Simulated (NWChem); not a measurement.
**Correlation energy of Si2**

```
Si
Si 1 2.1533
```
Charge 0, spin multiplicity 3.

Program: NWChem. Structure: optimised with UPBE0/def2-SVP, a minimum by its harmonic frequencies.

Basis set: def2-SVP. Each correlation energy counts from its own Hartree-Fock reference.

The correlated methods keep 10 core orbitals frozen. This spin state was chosen for the runs; another may lie lower. The structure started from a generated list of species. The unpaired electrons of the parent sit in orbitals of symmetry ag and b2u (D2h labels of the run); other states weren't searched. The stability of the SCF solutions was not checked. Open-shell Hartree-Fock references start from PBE0 orbitals. Coupled-cluster values serve here as a point of comparison, not as the truth.

Task: Order these methods by the correlation energy they give, lowest first: UMP2, SCS-UMP2, CCSD on UHF, CCSD[T] on UHF, CCSD on ROHF, CCSD[T] on ROHF.

Result: CCSD[T] on ROHF (-189.5 mHa), CCSD[T] on UHF (-183.8 mHa), CCSD on ROHF (-177.0 mHa), CCSD on UHF (-172.2 mHa), UMP2 (-145.2 mHa), SCS-UMP2 (-144.3 mHa)
